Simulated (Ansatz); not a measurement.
A nudged elastic band was laid between two geometries of H₃S₃ (6 atoms, charge 1, multiplicity 1).

The calculation used RKS PBE/def2-SVP in Ansatz.

* movable images: 7
* climbing image: from the first iteration
* spring: 5.0 eV/Å²
* optimiser: lbfgs
* start path: through a guess of the saddle point
* force threshold: 0.05 eV/Å
* iteration limit: 60
* end points: relaxed

Image 0:

```xyz
6
Properties=species:S:1:pos:R:3
S -1.802 0.007 -0.664
S -0.248 0.930 0.419
S 0.904 -0.325 1.661
H -1.007 -0.751 -1.485
H 0.652 1.185 -0.590
H 1.501 -1.047 0.660
```

Image 8:

```xyz
6
Properties=species:S:1:pos:R:3
S -1.275 0.192 -0.644
S 1.055 0.397 0.030
S 1.200 -0.277 1.892
H -1.025 -0.212 -1.931
H -1.441 1.507 -1.000
H 1.486 -1.606 1.653
```

(1) Which bonds break or form, and what moves?

(2) What energy profile does the band end with?

Results:

(1) Bonds broken: S2–H5. Bonds formed: S1–H5.

(2) It did not converge within its limit. The highest image is number 3 of 0 to 8, 0.88 eV above the first end and 1.30 eV above the last; the last end lies 0.42 eV below the first. The band didn't meet its force threshold, so its energies are provisional: the largest band force was still 0.15 eV/Å, and over the last iterations the top stayed at 0.88 eV. The orbitals stay closed-shell, which can raise the energy where a bond breaks towards radicals; this wasn't checked here.

```tsv
image	path coordinate (Å)	energy (eV)	S2–H5 (Å)	S1–H5 (Å)
0	0.00	0.00	1.38	2.72
1	0.34	0.14	1.36	2.48
2	0.69	0.59	1.38	2.15
3	1.03	0.88	1.50	1.79
4	1.74	0.00	2.28	1.38
5	2.45	-0.30	2.75	1.36
6	3.15	-0.36	2.82	1.37
7	3.84	-0.40	2.86	1.37
8	4.52	-0.42	2.92	1.37
```

Time of the run: 16 min on 1 thread of Intel(R) Xeon(R) Processor @ 2.50GHz (Skylake/Cascade Lake) (shared host), peak memory 0.12 GiB.
